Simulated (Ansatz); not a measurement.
System: rock-salt HfN. Method: PBE+SOC in Ansatz (plane waves, PAW).

The input as run:

Ansatz 0.2 input:
```yaml
crystal:
  lattice:
    - [0.0, 2.3172798881, 2.3172798881]
    - [2.3172798881, 0.0, 2.3172798881]
    - [2.3172798881, 2.3172798881, 0.0]
  atoms:
    - { symbol: Hf, position: [0.0, 0.0, 0.0] }
    - { symbol: N, position: [0.5, 0.5, 0.5] }
basis:
  ecutwfc: 520
  ecutrho_ratio: 4
  xc_grid: 2
kpoints:
  mp_grid: { grid: [22, 22, 22] }
hamiltonian:
  xc: pbe
  dispersion: none
  pseudopotentials: { kind: paw }
scf:
  occupations: { method: fermi_dirac, width: 0.05 }
  convergence: { dr2_threshold: 0.0000000002 }
output:
  forces: true
  stress: true
  eigenvalues: true
magnetization:
  noncollinear: true
  spin_orbit: true
```

Q: How many irreducible k-points, plane waves at Γ does the program set up, and what pressure does the run end with?

A: 328 irreducible k-points, 645 plane waves at Γ; P = -13.53 GPa, so the cell is stretched on average and its volume would shrink at this level.

The run printed, among other lines:

```
Crystal: 2 atoms, lattice volume = 24.887 Å³
Basis set: ecut = 520 eV, 645 PW (Γ), exchange–correlation on 50×50×50 points (8 copies of the dense FFT grid, shifted against one another)
Bands: 40, of which v1, the nominal top of the filled ones, is band 31 counted from 1 (30 counted from 0)
Symmetry: 48 space group operations + 48 with time reversal
k-points: 328 of 10648
Initial density: superposition of atomic densities (chi_scale 0.1, normalization cell, long waves kept (reshape's long-wave potential 0.00 eV rms))
Functional: x = pbe(κ = 0.804, μ = 0.2195149727645171), c = pbe(β = 0.06672455060314922)
spin=Noncollinear: Kerker preconditioning applied to the charge; magnetization (m_x, m_y, m_z) channels mix plain (no charge-response kernel on spin).
SCF 1 converged in 10 iterations: F = -16127.254850 eV  dr2 = 1.30e-10
SCF converged after 10 iterations
Free energy (F): -16127.254850 eV
Internal energy: -16127.249524 eV  (E = F + TS)
E sigma→0 (E₀):  -16127.252187 eV
Fermi energy:    22.092712 eV
--- Forces (eV/Å), atoms counted from 1 ---
  atom   1  Hf    -0.00000000     0.00000000    -0.00000000
  atom   2  N      0.00000000    -0.00000000     0.00000000
--- Stress (GPa, compression-positive) ---
      -13.525749       0.000000       0.000000
        0.000000     -13.525749       0.000000
        0.000000       0.000000     -13.525749
  P = ⅓ Tr σ = -13.5257 GPa (-135.257 kbar)
```

The cell is one volume of an energy–volume scan, off the minimum.

Computing time: about 80 core-seconds (a rough figure).

Ansatz is a quantum-chemistry and plane-wave program.
